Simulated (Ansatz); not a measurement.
```yaml
crystal:
  periodic: [false, false, false]
  atoms:
    - {symbol: Hf, position_ang: [0.000000, 0.000000, 0.000000]}
    - {symbol: Si, position_ang: [0.000000, 0.000000, 2.560000]}
basis:
  gaussian: {orbitals: def2-TZVP}
total_charge: 1
magnetization: {spin_polarized: true, initial_magnetization: 5}
hamiltonian: {xc: pbe0}
relax: {f_tol: 0.004, max_steps: 80}
```

```sh
$ ansatz run in.yaml --threads 1 --pin off --events-out ev --progress --plain --max-ram 2176MiB
```

Steps of the relaxation (energy above the last step; positions in Å, forces in eV/Å):

```
2
step 1, 9.6 meV
Hf    0.000    0.000    0.000    0.000    0.000    0.421
Si    0.000    0.000    2.560    0.000    0.000   -0.421
```

```
2
step 2, 1.6 meV
Hf    0.000    0.000    0.031    0.000    0.000   -0.183
Si    0.000    0.000    2.529    0.000    0.000    0.183
```

```
2
step 3, 0.0 meV
Hf    0.000    0.000    0.021    0.000    0.000    0.014
Si    0.000    0.000    2.539    0.000    0.000   -0.014
```

```
2
step 4, 0.0 meV
Hf    0.000    0.000    0.022    0.000    0.000   -0.001
Si    0.000    0.000    2.538    0.000    0.000    0.001
```

Close pairs at the end: Hf1–Si2 2.516 Å.

A stationary point of unrestricted PBE0 after 4 steps, with ⟨S²⟩ = 8.752 against 8.75 for a pure state. 18 s on 1 thread of Arm Neoverse V1, shared host.
